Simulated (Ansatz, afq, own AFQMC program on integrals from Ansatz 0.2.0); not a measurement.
Integrals from Ansatz 0.2.0, then the random walk in our own AFQMC program (afq).

```yaml
crystal:
  periodic: [false, false, false]
  atoms:
    - {symbol: V, position_ang: [0.000000, 0.000000, 0.000000]}
basis:
  gaussian: {orbitals: def2-TZVPP}
magnetization: {spin_polarized: true, initial_magnetization: 3}
correlation: {method: ccsd_t, electrons: outside_noble_gas, hamiltonian_folder: ham}
```

```sh
$ ansatz run in.yaml --threads 2 --pin off --events-out ev --progress --plain --max-ram 34560MiB --backend cuda --devices 0, --max-vram 37GiB
```

afq runs on the folder ham with

```
--method phaseless --trial hf --walkers 4000 --populations 20 --least-time 40 --time-step 0.005 --steps-per-block 20 --equilibration-blocks 320 --max-blocks 4000 --target-error 0.0007 --factor-cut 1e-05 --start spin_pure --seed 8826 --taylor-order 6
```

Times are imaginary, in 1/Eh. The walk had a cap of 138 s. With eight or more populations the least sampling time is a fifth of least-time, and the error comes from their spread.

Output of the walk:

```
orbitals 55  electrons 4 1  factors 415 of 443
reference energy -942.87456178 Eh
CCSD correlation -0.07255018 Eh in 12 cycles, weight of the determinant in the CISD state 0.9148
energy of the start -942.874634 Eh
 block  time / (1/Eh)  mean weight  energy / Eh
     1     0.100  1.0002  -942.888907
     2     0.200  1.0003  -942.898307
     3     0.300  1.0005  -942.904657
     4     0.400  1.0004  -942.910407
     5     0.500  1.0003  -942.913880
     8     0.800  1.0003  -942.922203
    11     1.100  1.0001  -942.927416
    31     3.100  0.9999  -942.940521
    41     4.100  1.0000  -942.944205
    71     7.100  1.0000  -942.947089
    91     9.100  1.0000  -942.949357
   101    10.100  1.0000  -942.948047
   131    13.100  1.0000  -942.946526
   161    16.100  1.0002  -942.946359
   191    19.100  1.0003  -942.946809
   221    22.100  0.9999  -942.946455
   251    25.100  0.9998  -942.943682
   281    28.100  1.0002  -942.942876
   311    31.100  1.0000  -942.942249
   341    34.100  0.9995  -942.945174
   371    37.100  1.0000  -942.943055
   391    39.100  0.9994  -942.944389
error from the spread of 20 populations
energy -942.944312 +/- 0.000653 Eh
(rows thinned)
```

The run passed its tests (sampling time, drift between the halves within three errors, error under three times the target), which doesn't prove that it has relaxed. The second half of the sampling lies above the first by 1.7 errors of their difference, so the energy may still be moving and its error bar be too small.

Against this walk (error 17.8 meV) on the same determinant: CCSD(T) 142.7 meV lower, CCSDT(Q) 165.6 meV lower, CCSDTQ 166.2 meV lower, full CI for this spin (own frozen core, lowest symmetry allowed) 42.7 meV lower, a separate phaseless walk with a CISD trial and standard settings 144.3 ± 17.8 meV lower. The error is statistical and leaves out the bias of the constraint. None of these is a sure reference here.

Cautions: constraint bias not in the error; no relativity below Rb; outer-core shells of the metal frozen; CCSDTQ on the ROHF determinant differs (123 meV higher), by its state or its frozen core.

The walk took 60 s on 1 × NVIDIA H100 80GB HBM3 with 4 threads of AMD EPYC 7R13 Processor (Zen 3), with other jobs on the host (the card was shared). The log's last line is the phaseless energy.

CCSDT and higher add their correlation energy to the determinant of the CCSD(T) run, since their own runs factorise the integrals more tightly (a shift of under 2 meV).
